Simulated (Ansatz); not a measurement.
Geometry optimisation, Ansatz 0.2.0, RKS B3LYP-D4/def2-SVP.

The input (input.yaml):

```yaml
crystal:
  periodic: [false, false, false]
  atoms:
    - { symbol: Si, position_ang: [-0.387001, 0.0, -0.432401] }
    - { symbol: Cl, position_ang: [0.159995, 0.0, 2.870842] }
    - { symbol: H, position_ang: [0.904452, 0.0, 0.285368] }
    - { symbol: H, position_ang: [-0.505612, 1.220001, -1.278377] }
    - { symbol: H, position_ang: [-0.505612, -1.220001, -1.278377] }
    - { symbol: F, position_ang: [-1.668195, 0.0, 0.552209] }
    - { symbol: H, position_ang: [-1.142928, 0.0, 2.603535] }
basis:
  gaussian: { orbitals: def2-SVP }
hamiltonian:
  xc: b3lyp
  dispersion: d4
relax:
  f_tol: 0.03
  max_steps: 50
output:
  orbitals: {}
```

Command:

```bash
$ ansatz run input.yaml --threads 1 --pin off --max-ram 2048MiB --backend cpu --events-out ev --progress --plain --runs-dir out
```

Where does it end, and by what steps?

The run converged. After 7 steps the energy has fallen by 0.193 eV; Cl2 moved furthest, 0.58 Å.

| step | energy less start (eV) | largest force component (eV/Å) | accepted |
| --- | --- | --- | --- |
| 0 | 0.0000 | 1.095 | yes |
| 1 | -0.1134 | 0.924 | yes |
| 2 | -0.1140 | 1.450 | yes |
| 3 | -0.1749 | 0.402 | yes |
| 4 | -0.1542 | 0.558 | no |
| 5 | -0.1902 | 0.089 | yes |
| 6 | -0.1926 | 0.045 | yes |
| 7 | -0.1933 | 0.009 | yes |

```xyz
7
Properties=species:S:1:pos:R:3
Si -0.390 0.000 -0.550
Cl -0.051 0.000 3.411
H 0.929 0.000 0.129
H -0.575 1.223 -1.371
H -0.575 -1.223 -1.371
F -1.552 0.000 0.614
H -0.932 0.000 2.462
```

Time of the run: 19 s on 1 thread of Arm Neoverse V1 (shared host), peak memory 0.14 GiB.
